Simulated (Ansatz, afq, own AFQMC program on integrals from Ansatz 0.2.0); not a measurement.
## H₂ + O, triplet: a scan with AFQMC

```yaml
atoms:
  - { symbol: H, position_ang: [0.0000, 0.0000, -0.9037] }
  - { symbol: H, position_ang: [0.0000, 0.0000, -0.1587] }
  - { symbol: O, position_ang: [0.0000, 0.0000, 1.0623] }
```

A hydrogen atom is moved from one rigid fragment to the other; the H1–H2 distance tells how far. The two fragments are held close together, so this isn't a minimum-energy path and the start is a compressed complex. Energies in mEh count from this geometry (0.745 Å) at the same level; the start stands on UHF, each point on the determinant named.

Basis cc-pVTZ. Only valence electrons are correlated. Integrals, coupled cluster, full CI and functionals: Ansatz 0.2.0; the random walks run on the same integrals in our own AFQMC program. The CISD trial takes its coefficients from CCSD amplitudes. Released means that phaseless walkers are propagated on without the constraint, phases kept. ± is one standard error of the sampling.

Cautions, each for one point or more: lower spins were not checked; the ph-AFQMC/CISD walk drifts between its halves.

| r(H1–H2) / Å | det. | T1 | weight | ⟨S²⟩ | MP2 | r2SCAN | CCSD(T) |
| --- | --- | --- | --- | --- | --- | --- | --- |
| 0.811 | UHF | 0.020 | 0.93 | 2.04 | -2.1 | -3.4 | -1.5 |
| 0.844 | UHF | 0.019 | 0.93 | 2.04 | -3.6 | -4.5 | -2.0 |
| 0.877 | UHF | 0.016 | 0.94 | 2.04 | -5.5 | -5.2 | -2.6 |
| 0.910 | UHF | 0.014 | 0.94 | 2.04 | -7.4 | -5.6 | -3.1 |
| 0.976 | UHF | 0.013 | 0.94 | 2.02 | -9.7 | -4.3 | -3.0 |

Task: Estimate the curve of CCSDT(Q), counted from the same start.

Result: 
```csv
r(H1–H2) / Å,det.,T1,weight,⟨S²⟩,CCSDT(Q),ph-AFQMC/CISD,released AFQMC
0.811,UHF,0.020,0.93,2.04,-1.5,-1.4 ± 0.07,–
0.844,UHF,0.019,0.93,2.04,-2.1,-1.9 ± 0.08,-2.1 ± 0.3
0.877,UHF,0.016,0.94,2.04,-2.6,-2.4 ± 0.08,-2.7 ± 0.2
0.910,UHF,0.014,0.94,2.04,-3.1,-3.1 ± 0.1,–
0.976,UHF,0.013,0.94,2.02,-3.0,-2.9 ± 0.1,–
```

Weight is that of the determinant in the CISD state; at the start T1 is 0.022 and the weight 0.93, and ⟨S²⟩ is 2.03. A dash marks a missing value, a released energy that hasn't settled or a functional that sits on another state. Largest departures from CCSDT(Q), at the points where its series has closed: CCSD(T) -0.1 mEh at 0.976 (on UHF), ph-AFQMC/CISD 0.3 mEh at 0.877 (on UHF), released AFQMC -0.1 mEh at 0.877 (on UHF) (within the noise), MP2 -6.7 mEh at 0.976 (on UHF), r2SCAN -2.6 mEh at 0.877. Functionals count only at points shown to share the start's state and spin.

A walk keeps the symmetry of its determinant, which the program's search chose and which needn't be the lowest solution, so a lower state of the same spin and another symmetry isn't excluded. Released energies are given only where the last usable release times agree within the noise; a slower fall can still hide under it.
